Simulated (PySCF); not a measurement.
Löwdin shares of the frontier orbitals

Compound: trimethylphosphine, C3H9P.
Geometry (GFN2-xTB, Å), atoms numbered from 1 in this order:
```
atom  x, y, z in Å
C1    -0.4167    1.5302    0.3838
P2    -0.2080   -0.2060    0.9982
C3     1.5110   -0.4930    0.3676
C4    -1.1261   -1.0677   -0.3620
H5    -0.1435    1.6152   -0.6671
H6     0.2100    2.1939    0.9759
H7    -1.4543    1.8307    0.5134
H8     1.6019   -0.2135   -0.6812
H9     1.7621   -1.5452    0.4851
H10    2.2089    0.0950    0.9602
H11   -0.7878   -0.7354   -1.3426
H12   -0.9725   -2.1409   -0.2706
H13   -2.1894   -0.8629   -0.2570
```

Theory: TDDFT CAM-B3LYP/def2-SVPD, vertical, gas phase, core orbitals frozen in the response (PySCF).

Frontier orbitals with the atoms that hold most of them (Löwdin shares over 4%, at most four atoms; ? is withheld):

| orbital | ε (eV) | atoms |
| --- | --- | --- |
| HOMO-3 | -12.29 | C1 18%, C4 18%, C3 18%, H9 7% |
| HOMO-2 | -10.46 | C3 31%, P2 23%, C4 14%, C1 10% |
| HOMO-1 | -10.46 | C1 27%, P2 23%, C4 23%, H6 6% |
| HOMO | ? | ? |
| LUMO | 1.43 | C3 15%, C1 15%, C4 15%, H8 6% |
| LUMO+1 | 1.83 | C1 21%, P2 18%, C4 11%, H6 9% |
| LUMO+2 | 1.83 | C3 20%, P2 18%, C4 13%, H10 9% |

(1) Which atoms hold the HOMO, and with what shares?

(2) What is the HOMO energy, and the HOMO–LUMO gap?

Answers

(1) P2 (bonded to 3 C) 62%; C4 (bonded to P and 3 H) 10%; C3 (bonded to P and 3 H) 10%; C1 (bonded to P and 3 H) 10%. By element: phosphorus 62%, carbon 30%.

(2) ε(HOMO) = -7.76 eV; the gap is 9.19 eV (0.3379 hartree).

Within 0.005 eV of a neighbour in this list lie HOMO-2/HOMO-1 and LUMO+1/LUMO+2 (point group found: C3v); within a degenerate set the shares of single atoms can hang on how the components are chosen.

Question: The HOMO–LUMO gap is 9.19 eV. Where does the response calculation put the lowest singlet, and from which orbitals?

Answer: S1 is at 6.48 eV (f = 0.0007), 2.71 eV below the gap, made of HOMO→LUMO (94%). Without the coupling terms of the response equations the lowest excitation would equal the gap.

Next come S2 at 6.65 eV (f 0.117), HOMO→LUMO+1/LUMO+2 (≥90%); S3 at 6.65 eV (f 0.117), HOMO→LUMO+1/LUMO+2 (≥90%); S4 at 7.59 eV (f 0.324), HOMO→LUMO+3 (83%), HOMO→LUMO+4 (12%); S5 at 8.01 eV (f 0.0003), HOMO→LUMO+4 (84%), HOMO→LUMO+3 (13%).

Orbitals of the list HOMO-3 to LUMO+2 that lie within 0.01 eV of each other are written together with a slash and their weights summed (≥ marks a lower bound); for degenerate orbitals outside that list single weights are arbitrary.
